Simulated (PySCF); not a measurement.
N-methylmethanimine, C2H5N.
Structure used (GFN2-xTB), in Å, numbered top down from 1:
```xyz
8
C2H5N angstrom
C      1.243   -0.177    0.364
N      0.132   -0.714    0.170
C     -0.988    0.067   -0.248
H      2.068   -0.798    0.680
H      1.447    0.894    0.236
H     -0.761    1.135   -0.376
H     -1.353   -0.345   -1.189
H     -1.778   -0.053    0.494
```

The closed-shell ground state was solved at several levels (PySCF, density fitting, gas phase, non-relativistic).

```csv
level,basis functions,HOMO (eV),LUMO (eV),gap (eV),dipole (D)
PBE0/pcSseg-1,76,-7.15,-0.05,7.10,1.48
B3LYP/pcJ-1,131,-6.92,-0.32,6.60,1.42
```

Problem. Estimate the row for B3LYP/def2-SVPD, a basis of 100 functions; the other rows only guide the guess.

Solution. HOMO -7.00 eV, LUMO -0.53 eV, gap 6.47 eV, dipole 1.44 D.

Problem. Over all these levels, which gives the widest orbital gap and which the narrowest?

Solution. PBE0/pcSseg-1 (global hybrid, 25 % exact exchange) has the widest, 7.10 eV, and B3LYP/def2-SVPD (global hybrid, 20 % exact exchange) the narrowest, 6.47 eV. Functional and basis both differ between the two, so the spread mixes both effects.

Problem. How far do the dipole and the HOMO energy spread over the levels?

Solution. The dipole runs from 1.42 to 1.48 D (mean 1.45 D) and the HOMO from -7.15 to -6.92 eV.
